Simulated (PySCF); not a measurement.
bicarbonate, CHO3 (charge -1), SMILES O=C([O-])O, point group Cs.

Level: B3LYP/pcSseg-1 in PySCF (density fitting, grid level 2); geometry and Hessian at that level, cubic constants and property derivatives from steps of ±0.6 along each species' dimensionless normal coordinates, second-order vibrational perturbation theory. The parent has the commonest isotopes.

Equilibrium geometry in the parent's principal axes a, b, c (Å):

| atom | a | b | c |
| --- | --- | --- | --- |
| O1 | -0.19 | 1.28 | 0.00 |
| C2 | 0.13 | 0.07 | 0.00 |
| O3 | 1.22 | -0.50 | 0.00 |
| O4 | -1.01 | -0.82 | 0.00 |
| H5 | -1.75 | -0.19 | 0.00 |

Ground-state constants (MHz). Parent: 12139.8, 11362.8, 5859.8. A species with one ¹⁸O: 11389.7, 11226.3, 5644.8.

Question: Which position carries the label?

Answer: Moments I = 505379/B are 41.6298, 44.4768, 86.2451 and 44.3716, 45.0175, 89.5295 u Å². With M = 60.9926 u and Δm = 2.0042 u, μ = MΔm/(M + Δm) = 1.9405 u. Kraitchman's equations give |a|, |b|, |c| = 0.101, 1.297, 0.023i Å. That is O1, whose equilibrium values are 0.194, 1.282, 0.000 Å. An imaginary value marks an atom near a principal plane, where vibrational terms outweigh the coordinate.

Internal rotors are held in one well.
